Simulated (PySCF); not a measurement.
Gas-phase reaction: BF3 = B + 3 F

Computed with PySCF (xtb for GFN2) and rigid-rotor harmonic-oscillator thermochemistry at 1 bar. 'Table' is the NASA 1993 thermochemical table (part measured, part estimated). † marks an energy on the PBE0/def2-TZVP geometry and frequencies; other levels use their own. MP2 and CCSD(T) freeze the core. 6-31G* has spherical d functions here. Open shells (unrestricted): B (multiplicity 2, electronic degeneracy 6), F (multiplicity 2, electronic degeneracy 6); the rest are closed-shell singlets. GFN2 has no spin-polarisation term. Spin-orbit splitting is ignored; it lowers the true energy and changes the entropy of B, F. MP2 isn't extrapolated to the basis-set limit; its ΔH°(298 K) is 1979.6 kJ in def2-SVP and 2009.1 kJ in def2-TZVPP. CCSD(T) isn't extrapolated to the basis-set limit; its ΔH°(298 K) is 1870.9 kJ in def2-SVP and 1896.3 kJ in def2-TZVPP. The harmonic model lacks anharmonicity and excited electronic states, which grow with temperature; levels with a mode under 35 cm⁻¹ are left out.

```csv
level,"ΔH°(298 K), kJ",minus table,"ΔG°(1800 K), kJ"
table,1933.8,-,1221.3
CCSD(T)/def2-SVP†,1870.9,-62.9,1155.3
GFN2-xTB,1988.6,54.8,1281.8
HF/6-31G*,1496.6,-437.2,776.4
HF/def2-TZVP†,1492.9,-440.9,777.3
MP2/def2-TZVPP†,2009.1,75.3,1293.5
PBE0/def2-QZVP†,1931.7,-2.1,1216.1
PBE0/def2-SVP†,1968.1,34.3,1252.4
PBE0/def2-TZVP,1930.5,-3.3,1214.9
ωB97M-V/def2-TZVP†,1946.5,12.7,1230.9
```
